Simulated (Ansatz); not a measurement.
Geometry optimisation, UKS PBE-D4/def2-SVP (Ansatz).

input.yaml

```yaml
crystal:
  periodic: [false, false, false]
  atoms:
    - { symbol: "N", position_ang: [-1.664, 0.5315, 0.06979] }
    - { symbol: B, position_ang: [-0.4339, 0.23642, -0.08392] }
    - { symbol: O, position_ang: [0.82519, -0.05274, -0.25274] }
    - { symbol: H, position_ang: [-0.11806, -0.64676, 0.61547] }
magnetization:
  spin_polarized: true
  initial_magnetization: 1
basis:
  gaussian: { orbitals: def2-SVP }
hamiltonian:
  xc: pbe
  dispersion: d4
relax:
  f_tol: 0.02
  max_steps: 50
output:
  orbitals: {}
```

Launched with:

```bash
$ ansatz run input.yaml --threads 1 --pin off --max-ram 2048MiB --backend cpu --events-out ev --progress --plain --runs-dir out
```

Problem. Where does it end, and by what steps?

Solution. The run converged. After 9 steps the energy has fallen by 2.581 eV; H4 moved furthest, 0.82 Å. Parted: B2–H4. Joined: O3–H4.

| step | energy less start (eV) | largest force component (eV/Å) | accepted |
| --- | --- | --- | --- |
| 0 | 0.0000 | 4.830 | yes |
| 1 | -0.3812 | 1.589 | yes |
| 2 | -0.8054 | 2.439 | yes |
| 3 | -1.5642 | 4.398 | yes |
| 4 | -1.9656 | 4.342 | yes |
| 5 | -2.5362 | 0.458 | yes |
| 6 | -2.5752 | 0.456 | yes |
| 7 | -2.5610 | 1.753 | no |
| 8 | -2.5804 | 0.055 | yes |
| 9 | -2.5809 | 0.007 | yes |

```xyz
4
Properties=species:S:1:pos:R:3
N -1.906 0.845 -0.134
B -0.688 0.318 -0.071
O 0.542 -0.180 -0.039
H 0.660 -0.915 0.593
```

Whether the end is a true minimum wasn't checked by a vibrational analysis.

The run took 14 s on 1 thread of Arm Neoverse V2, with other jobs on the host, peak memory 0.12 GiB.
